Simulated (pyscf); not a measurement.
F–SiH₂–SH (SMILES F[SiH2]S) + H₂ (SMILES [H][H]) → H₃Si–SH (SMILES [SiH3]S) + HF (SMILES F), a four-centre exchange (singlet surface; F–Si, H–H broken, H–Si, F–H formed). Structures and frequencies: ωB97X-D3(BJ)/def2-SVP in PySCF. Energies in kcal/mol from the separated reactants.

Small-basis levels: PySCF, no dispersion term, spherical d functions. 

Task: Quick HF/3-21G single points give ΔE‡ = 79.4 kcal/mol and ΔE = +33.3 kcal/mol. What does ωB97M-D3(BJ)/def2-TZVP give, and how far is the quick result from it?

Result: ωB97M-D3(BJ)/def2-TZVP gives ΔE‡ = 56.7 kcal/mol and ΔE = +29.3 kcal/mol. HF/3-21G lies 22.7 kcal/mol over it in the barrier and 4.0 kcal/mol over it in the reaction energy, so on this step it does not hold to within 3.0 kcal/mol. ωB97M-D3(BJ)/def2-TZVP has limits of its own. This is the saddle that the search found; another between the same sides may lie lower.
